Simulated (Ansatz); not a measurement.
**B₂⁺, doublet in cc-pVTZ: errors against full CI**

Geometry: a point of a stretch scan, not a stationary point.

```xyz
2

B     0.0000    0.0000    0.0000
B     0.0000    0.0000    2.0570
```

Basis cc-pVTZ; Ansatz 0.2.0. Correlated methods freeze the noble-gas cores, which leaves 5 electrons in 58 orbitals. R marks a restricted (for open shells ROHF) determinant, U an unrestricted one. Active spaces: valence = (5e, 8o) chosen from the atoms' valence shells; pair = (3e, 3o) about the gap.

Full CI is exact within this basis and frozen core; it isn't the basis-set limit. The frozen core follows each run's orbitals, which can shift R against U totals by a few meV.

For open shells CISD is restricted-active-space CI with the open shells as a complete middle space.

```
UHF ⟨S²⟩                          : 1.060
T1 diagnostic (RCCSD)             : 0.0370
largest doubles amplitude (RCCSD) : 0.092
```

```tsv
level	E − E(full CI) (meV)	share of correlation (%)	wall time
RHF	4039	0.00	–
RMP2	1221	69.76	–
CISD	374	90.75	1.6 s
RCCSD	167	95.87	–
RCCSD(T)	35	99.13	6 s
BCCD(T)	37	99.09	3.7 s
RCCSDT	7	99.84	–
RCCSDT(Q)	1	99.97	25 s
CASSCF (pair space)	3301	18.27	–
NEVPT2 (pair space)	1196	70.38	1.3 s
MRCISD (pair space)	280	93.07	–
MRCISD+Q (pair space)	-77	101.90	1.6 s
CASSCF (valence space)	1328	67.13	–
NEVPT2 (valence space)	293	92.73	1.9 s
MRCISD (valence space)	31	99.24	–
MRCISD+Q (valence space)	-7	100.17	3.4 s
```

The correlation energy at full CI, counted from RHF, is -4.039 eV. That run took 2.3 min on 1 thread of Arm Neoverse V1, shared host over 6,390,972 determinants.

Run but not shown, since their state, orbitals or frozen core can't be matched to the reference's or they repeat it: UHF, UMP2, UCCSD, UCCSD(T), UCCSDT, UCCSDT(Q).

Times hold each run's SCF and search for its determinant on a shared host, so for small cases they say little of a method's own cost; they ran on 1 thread of Arm Neoverse V1. Some runs computed forces too.

More than 5 meV below full CI, which no variational method can be: MRCISD+Q (pair space), MRCISD+Q (valence space).

The full-CI state has the irrep Ag of D2h, in the program's axes (one component, if the state is degenerate).

Natural occupations of full CI about the gap: 1.905 1.817 0.972 0.064 0.064 0.048 0.048 0.045 0.007 0.006; effectively unpaired electrons, Σ n²(2−n)², 1.20.
